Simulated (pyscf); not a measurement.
GeH₃• (SMILES [GeH3]) + CH₄ (SMILES C) → GeH₄ (SMILES [GeH4]) + CH₃• (SMILES [CH3]) (hydrogen abstraction; doublet surface; C–H broken, Ge–H formed). Optimised with ωB97X-D3(BJ)/def2-SVP in PySCF. MP2 and CC: frozen core, UHF for open shells. ΔMP2 is the change of the MP2 total energy from the triple- to the quadruple-zeta basis. Energies in kJ/mol from the separated reactants.

```json
[
 {"level": "r²SCAN/def2-TZVP", "barrier": "99.9", "reaction energy": "+87.1"},
 {"level": "PBE0-D3(BJ)/def2-TZVP", "barrier": "104.3", "reaction energy": "+95.4"},
 {"level": "M06-2X/def2-TZVP", "barrier": "132.1", "reaction energy": "+112.0"},
 {"level": "HF/def2-TZVP", "barrier": "133.6", "reaction energy": "+67.0"},
 {"level": "MP2/def2-QZVPP", "barrier": "125.3", "reaction energy": "+97.4"},
 {"level": "CCSD(T)/def2-TZVPP", "barrier": "115.6", "reaction energy": "+89.9"},
 {"level": "CCSD(T)/def2-TZVPP + ΔMP2(QZVPP)", "barrier": "?", "reaction energy": "?"}
]
```

**Question.** What belongs in the gaps?

**Answer.** 
- CCSD(T)/def2-TZVPP + ΔMP2(QZVPP), barrier: 114.9
- CCSD(T)/def2-TZVPP + ΔMP2(QZVPP), reaction energy: +89.8

One saddle was located; it need not be the lowest between these sides. The angle at the transferred H is 180°. The CCSD(T) − MP2 part came from Ansatz, without density fitting, on the same reference. The frozen core leaves the outer d or s,p core shells of the metals and heavy elements correlated in the MP2 and CC values, and def2-TZVPP describes them poorly, which can shift differences by a few kcal/mol. Elements up to Kr have no core potential and no relativistic terms here.
